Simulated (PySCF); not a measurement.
System (SMILES): FCl (F-Cl).
Geometry (B3LYP-D3(BJ)/def2-TZVP, fixed):
```
F
Cl 1 1.6409
```
Charge 0, spin multiplicity 1.

Basis-set convergence of the lowest singlet excitation energy at PBE0 with PySCF. Tamm-Dancoff approximation; the state is taken by its order, and sets in which it differs in degeneracy or brightness are left out, yet its character can still change. All functions are spherical. Density fitting with generated auxiliary sets. No added dispersion term, no relativity. Reference: the value in aug-pcseg-3, 4.074 eV, itself unsure by roughly 0.007 eV (its mean distance from aug-cc-pV(Q+d)Z, aug-pcseg-2, aug-cc-pV(T+d)Z).

```csv
basis,functions,lowest singlet excitation energy (eV)
6-31G**,32,4.229
cc-pV(D+d)Z,37,___
aug-pcseg-1,50,___
def2-TZVPP,73,___
"6-311++G(3df,3pd)",86,___
def2-TZVPD,86,4.071
jun-cc-pV(T+d)Z,87,4.070
def2-TZVPPD,91,4.071
def2-QZVPPD,145,4.076
```

### Question
Fill in the missing entries.

### Answer

- cc-pV(D+d)Z, lowest singlet excitation energy (eV): 4.148
- aug-pcseg-1, lowest singlet excitation energy (eV): 4.087
- def2-TZVPP, lowest singlet excitation energy (eV): 4.116
- 6-311++G(3df,3pd), lowest singlet excitation energy (eV): 4.079
